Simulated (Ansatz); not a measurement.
Reaction (isomerisation): `CC(N)=C(O)O` → `CC(O)NC=O`

Calculated with Ansatz (gas phase, PBE0-D4/def2-TZVP geometries, no zero-point term in ΔE). CCSD(T)/CBS is the MP2 limit (def2-TZVPP, def2-QZVPP) plus CCSD(T) − MP2 in def2-TZVPP, frozen cores. Functionals use def2-TZVPP. Each species was taken in one conformer, which may not be the lowest.

**Question.** Is it downhill or uphill in electronic energy at CCSD(T)/CBS, and by how much? (Estimate.)

**Answer.** Computed: Downhill: ΔE = -68.2 kJ/mol.

**Question.** What do these levels give: PBE0-D4, ωB97M-V, PBE0, HF/def2-TZVPP, MP2/def2-QZVPP, CCSD/CBS(def2)? (An estimate is asked.)

**Answer.** The calculation gave: PBE0-D4 -68.1, ωB97M-V -70.6, PBE0 -68.7, HF/def2-TZVPP -91.1, MP2/def2-QZVPP -71.8, CCSD/CBS(def2) -68.8 kJ/mol.

Largest T1 diagnostic among the species: 0.014.

In def2-TZVPP, CCSD(T) changes the Hartree–Fock value by +18.8 kJ/mol (the triples alone add +0.6 kJ/mol) and MP2 by +16.9 kJ/mol.
